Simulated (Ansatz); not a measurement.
**Worked example: AsF⁺, doublet against AsF, triplet**

Geometry (PBE0/def2-TZVP stationary point of a triplet), kept for both states (AsF, triplet: Σ⁻; AsF⁺, doublet: Π):

```xyz
2

F     0.0000    0.0000    0.0000
As    0.0000    0.0000    1.7412
```

Basis cc-pVDZ; Ansatz 0.2.0. Only valence electrons are correlated (noble-gas cores and the filled d shells of p-block atoms frozen). R marks a restricted (for open shells ROHF) determinant, U an unrestricted one. No spin–orbit coupling is included, and no scalar relativity.

Full CI isn't at hand for all of this; UCCSDT(Q) serves as the reference, and is uncertain by the last step of the cluster series or more.

```json
{"level": "UHF", "E(AsF, triplet) (hartree)": "-2333.608882", "E(AsF⁺, doublet) (hartree)": "-2333.265053"}
{"level": "UMP2", "E(AsF, triplet) (hartree)": "-2333.865026", "E(AsF⁺, doublet) (hartree)": "-2333.526622"}
{"level": "UCCSD(T)", "E(AsF, triplet) (hartree)": "-2333.884437", "E(AsF⁺, doublet) (hartree)": "-2333.547081"}
{"level": "PBE", "E(AsF, triplet) (hartree)": "-2335.229066", "E(AsF⁺, doublet) (hartree)": "-2334.889277"}
{"level": "B3LYP", "E(AsF, triplet) (hartree)": "-2335.697975", "E(AsF⁺, doublet) (hartree)": "-2335.352190"}
{"level": "UCCSDT(Q)", "E(AsF, triplet) (hartree)": "-2333.885646", "E(AsF⁺, doublet) (hartree)": "-2333.549048"}
```

Give the vertical gap, AsF⁺ doublet less AsF triplet, at each level in eV (1 hartree = 27.2114 eV), and each error against UCCSDT(Q).

UCCSDT(Q): (-2333.549048 − (-2333.885646)) × 27.2114 = 9.159 eV (the reference)
B3LYP: (-2335.352190 − (-2335.697975)) × 27.2114 = 9.409 eV, error 0.250 eV
PBE: (-2334.889277 − (-2335.229066)) × 27.2114 = 9.246 eV, error 0.087 eV
UCCSD(T): (-2333.547081 − (-2333.884437)) × 27.2114 = 9.180 eV, error 0.021 eV
UMP2: (-2333.526622 − (-2333.865026)) × 27.2114 = 9.208 eV, error 0.049 eV
UHF: (-2333.265053 − (-2333.608882)) × 27.2114 = 9.356 eV, error 0.197 eV

Total energies of functionals can't be set beside those of wave-function methods, since they hold the core's correlation and their own absolute errors; only the differences compare.

In so small a basis the reference is far from its limit while semilocal and hybrid functionals are nearer theirs, so the functionals' errors here hold much of the reference's basis and frozen-core error, which can add to them or hide them.

Each level lands on the state that its own search finds. T1 diagnostics of restricted CCSD: 0.022 and 0.031.
